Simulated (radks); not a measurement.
**Mg³⁺ in [He] 2s2 2p4 3p1: an all-electron calculation**

One table from this session's results is given with a row withheld; the runs are named, their logs left out.

The numbers are computed with radks (a radial shooting solver on a logarithmic mesh, Libxc functionals) version 1 (scalar-relativistic Kohn-Sham, r2SCAN, spin-unpolarised, spherical densities, finite nucleus), except any that are marked as measured or tabulated.

## The atom as given

| Item | Value |
| --- | --- |
| element | magnesium (Z = 12) |
| charge | +3 |
| electrons | 9 |
| configuration | [He] 2s2 2p4 3p1 |
| nuclear rms radius | 3.057 fm |

Outer shells as boxes (Hund's rule):

Mg³⁺
```
[He] core
2s [↑↓]
2p [↑↓][↑ ][↑ ]
3p [↑ ][  ][  ]
```

Set-up of the first run:

Input:

```text
Z 12
configuration [He] 2s2 2p4 3p1
relativity scalar-relativistic
functional r2scan,r2scan
spin unpolarised
nucleus finite rms 3.057 fm
c 137.035999084
```

Launch:

```console
$ python run_ks.py task.json out
```

This one command runs every case of the session in turn.

Steps of the session up to this table: Self-consistent calculation.

One of the session's tables, all rows but one given; the rest of the session is left out.

It belongs to the step «Orbitals and density». From the orbitals of this run (lengths in bohr):

| level | <r> | outermost maximum (interpolated) | 90 % within |
| --- | --- | --- | --- |
| 1s | 0.1304 | 0.0851 | 0.233 |
| 2s | ? | ? | ? |
| 2p | 0.6099 | 0.453 | 1.01 |
| 3p | 2.219 | 1.97 | 3.29 |

Estimate the missing values for 2s.

The run gave: <r>: 0.6490; outermost maximum (interpolated): 0.528; 90 % within: 1.02. In the column «<r>» it lies between 2p (0.6099) and 3p (2.219).
